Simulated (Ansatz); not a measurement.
We consider PbO (Pbcm, No. 57), described by PBE0 (PAW; Ansatz, a first-principles code).

Settings: plane-wave cutoff 500 eV, 6×4×4 k mesh (along the axes of the cell as run), gaussian smearing 0.02 eV, scalar-relativistic PAW data made under PBE.

Cell (relaxed with r²SCAN):

```xyz
8
Lattice="4.7182 0.0000 0.0000 0.0000 5.6453 0.0000 0.0000 0.0000 6.1554" Properties=species:S:1:pos:R:3 pbc="T T T"
Pb     1.1795     5.5524     1.3564
Pb     3.5386     0.0929     4.7990
Pb     3.5386     2.9156     1.3564
Pb     1.1795     2.7297     4.7990
O      1.1795     0.5471     5.3798
O      3.5386     5.0982     0.7756
O      3.5386     2.2755     5.3798
O      1.1795     3.3698     0.7756
```

Task: Give the computed band gap.

Result: 
* **band gap**: 3.79 eV (on the SCF k mesh)

Note: cell and atoms aren't relaxed at this level (largest force component 0.22 eV/Å, pressure -0.5 GPa); the cell has widely spaced layers and the level no dispersion term, so their spacing and the moduli can rest on weak binding.

Spin–orbit coupling is not included; with these elements it can move the gap by several tenths of an eV or more.

Computed values are for the static lattice.
